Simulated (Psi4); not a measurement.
Process, species as SMILES: Cl[C]Cl (closed-shell singlet) + 3 [H][H] (H2) → C (CH4) + 2 Cl (HCl)
B3LYP-D3(BJ)/def2-TZVP geometries, fixed; electronic energies without zero-point terms.

Basis-set convergence of the energy of full hydrogenation at MP2 with Psi4. Cartesian d functions, on some or all atoms, in 6-31G**, 6-31+G*; all else is spherical. Density fitting with the program's default auxiliary sets. Cores are frozen. Psi4's default fitting sets serve the pcseg sets less well. No added dispersion term, no relativity. Functions are those of the species that has most. Reference: Hartree-Fock in aug-cc-pV(Q+d)Z plus the correlation part extrapolated as X^-3 from aug-cc-pV(T+d)Z and aug-cc-pV(Q+d)Z, -133.29 kcal/mol, itself unsure by roughly 0.24 kcal/mol (a third of the extrapolation step and of the last Hartree-Fock step). Deviations are taken from unrounded values.

```tsv
basis	functions	energy of full hydrogenation (kcal/mol)	minus reference (kcal/mol)
STO-3G	23	-125.56	7.74
3-21G	35	-145.08	-11.79
6-31G**	53	-135.88	-2.59
cc-pV(D+d)Z	60	-135.00	-1.71
6-31+G*	65	-123.31	9.99
6-311+G**	82	-133.94	-0.64
pcseg-2	98	-135.45	-2.15
def2-TZVP	105	-129.52	3.77
cc-pV(T+d)Z	108	-134.76	-1.46
def2-TZVPP	115	-134.55	-1.25
6-311++G(3df,3pd)	133	-135.36	-2.07
def2-TZVPPD	139	-135.00	-1.70
aug-pcseg-2	146	-135.00	-1.71
aug-cc-pV(T+d)Z	156	-134.42	-1.12
cc-pV(Q+d)Z	183	-134.14	-0.85
pcseg-3	192	-134.92	-1.63
def2-QZVPP	197	-134.13	-0.83
aug-pcseg-3	281	-134.50	-1.21
```
